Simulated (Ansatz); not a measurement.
Geometry optimisation, RKS r2SCAN-D4/def2-SVP in Ansatz 0.2.0.

Input file:

```yaml
crystal:
  periodic: [false, false, false]
  atoms:
    - { symbol: Al, position_ang: [0.0, 0.0, 0.0] }
    - { symbol: H, position_ang: [0.0, 0.0, 1.91] }
    - { symbol: H, position_ang: [1.351, 0.0, -0.78] }
    - { symbol: H, position_ang: [-1.351, 0.0, -0.78] }
    - { symbol: F, position_ang: [0.0832, -1.8866, 0.6275] }
    - { symbol: H, position_ang: [0.0446, -1.0119, 1.7645] }
basis:
  gaussian: { orbitals: def2-SVP }
hamiltonian:
  xc: r2scan
  dispersion: d4
relax:
  f_tol: 0.15
  max_steps: 25
  restrain:
    - { distance: [0, 4], at: 2.89, k: 30.0 }
    - { distance: [5, 1], at: 1.86, k: 30.0 }
    - { distance: [0, 1], at: 1.56, k: 30.0 }
    - { distance: [5, 4], at: 0.92, k: 30.0 }
```

Run as:

```bash
$ ansatz run input.yaml --threads 1 --pin off --max-ram 2048MiB --backend cpu --events-out ev --progress --plain --runs-dir out
```

Q: Where does it end, and by what steps?

A: It converged. The restraints hold the end off the free minimum; the threshold counts their pulls, which the force column leaves out. Restrained pairs: Al1–F5 (1.99 → 2.88 Å), H2–H6 (1.02 → 1.86 Å), Al1–H2 (1.91 → 1.57 Å), F5–H6 (1.44 → 0.93 Å). After 5 steps the energy has fallen by 0.167 eV (the restraints' own energy left out); F5 moved furthest, 0.73 Å.

```
step  energy less start (eV)  largest force component (eV/Å)  accepted
   0                  0.0000                           3.673       yes
   1                  0.3108                           2.860       yes
   2                  0.0023                           2.182       yes
   3                  0.1088                           2.093       yes
   4                 -0.1033                           0.991       yes
   5                 -0.1673                           0.434       yes
```

```xyz
6
Properties=species:S:1:pos:R:3
Al -0.002 0.242 -0.085
H 0.014 0.199 1.488
H 1.390 0.347 -0.845
H -1.406 0.278 -0.829
F 0.060 -2.332 1.201
H 0.071 -1.632 1.812
```

Run time: 13 s on 1 thread of Arm Neoverse V1, with other jobs on the host, peak memory 0.12 GiB.
